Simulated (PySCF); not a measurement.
A geometry optimisation, as run on `C1CC[NH+]1C`.

Level of theory: PBE0-D3(BJ)/def2-SVP geometry optimisation, gas phase (PySCF).

Input of the driver that calls PySCF (job settings, then Cartesian coordinates in Å, the GFN2-xTB start):

```
{"job": {"xc": "PBE0", "basis": "def2-SVP", "d3": "d3bj", "grid": 1, "kind": "geom"}, "charge": 1, "multiplicity": 1}
C      1.6926    -0.4557    -0.2337
N      0.4378    -0.1249     0.4439
C     -0.7914    -0.8804     0.0488
C     -1.5786     0.4303    -0.0586
C     -0.2372     1.1592     0.0787
H      2.0086    -1.4630     0.0335
H      1.5522    -0.4042    -1.3123
H      2.4714     0.2486     0.0551
H      0.5902    -0.1812     1.4539
H     -1.1253    -1.6033     0.7901
H     -0.6424    -1.3830    -0.9058
H     -2.1099     0.5884    -0.9915
H     -2.2601     0.6032     0.7695
H     -0.1650     1.9309     0.8422
H      0.1527     1.5432    -0.8628
```

Output:

```
step   0  E = -212.52837913  max force = 0.014746
step   1  E = -212.53007011  max force = 0.002502
step   2  E = -212.53009613  max force = 0.000782
step   3  E = -212.53010471  max force = 0.000508
step   4  E = -212.53011831  max force = 0.001241
step   5  E = -212.53013510  max force = 0.002124
step   6  E = -212.53015580  max force = 0.002340
step   7  E = -212.53016755  max force = 0.001278
step   8  E = -212.53017183  max force = 0.000154
optimisation converged
```

Energies are in Eh and forces in Eh/bohr. The run used 120 basis functions and 48 SCF iterations in all.

Hardware: x86-64 server, one thread (shared host). Cost: 27 s wall.

Q: How much energy does the optimisation gain, and how much of it in the first step?

A: 1.1 kcal/mol (49 meV) from step 0 to step 8; the first step changes the energy by -1.1 kcal/mol. The largest force component goes from 0.0147 to 0.00015 Eh/bohr.

Final geometry (Å):

```
atom  x, y, z in Å
C1     1.8512   -0.5872   -0.1431
N2     0.5535   -0.2534    0.4703
C3    -0.6924   -1.0110    0.0537
C4    -1.4876    0.2986    0.0533
C5    -0.1464    1.0381    0.0937
H6     2.1438   -1.6011    0.1605
H7     1.7517   -0.5401   -1.2348
H8     2.6060    0.1357    0.1934
H9     0.6494   -0.2988    1.4907
H10   -0.9633   -1.8090    0.7570
H11   -0.5227   -1.4367   -0.9445
H12   -2.1206    0.4842   -0.8225
H13   -2.0866    0.4406    0.9628
H14    0.0088    1.8389    0.8282
H15    0.2223    1.3591   -0.8900
```

Point group Cs. No frequency check. After the best overlay, start and end differ by 0.10 Å (root mean square over atoms).

Bond lengths before and after (atoms numbered from 1 in input order):

```tsv
bond	start (Å)	end (Å)	change (Å)
C1–N2	1.464	1.474	+0.010
N2–C3	1.496	1.517	+0.021
N2–C5	1.496	1.517	+0.021
C3–C4	1.533	1.532	-0.001
C4–C5	1.533	1.532	-0.001
C1–H6	1.089	1.098	+0.009
C1–H7	1.089	1.097	+0.008
C1–H8	1.089	1.098	+0.009
N2–H9	1.023	1.026	+0.003
C3–H10	1.088	1.098	+0.010
C3–H11	1.089	1.098	+0.009
C4–H12	1.085	1.096	+0.011
C4–H13	1.086	1.098	+0.012
C5–H14	1.088	1.098	+0.010
C5–H15	1.089	1.098	+0.009
```
